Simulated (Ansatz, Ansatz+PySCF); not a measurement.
```tsv
atom	x (Å)	y (Å)	z (Å)
S	0.0000	0.0000	-1.0281
S	0.0000	0.0000	1.0281
```

UHF on triplet S₂ was run in several spherical basis sets with Ansatz (development build ahead of 0.2.0). Caution for UHF: the determinant breaks the point group.

Task: Rank the basis sets by the total energy that they give, lowest first, with the distance from the lowest.
A. def2-SVP
B. cc-pVTZ
C. def2-TZVP
D. 6-31G(d)
E. cc-pVDZ

Result: B (0.00 eV), C (0.35 eV), E (0.89 eV), D (2.19 eV), A (7.98 eV).

Totals follow the description of the cores as much as that of the bonds, so this order isn't one of quality for chemistry.
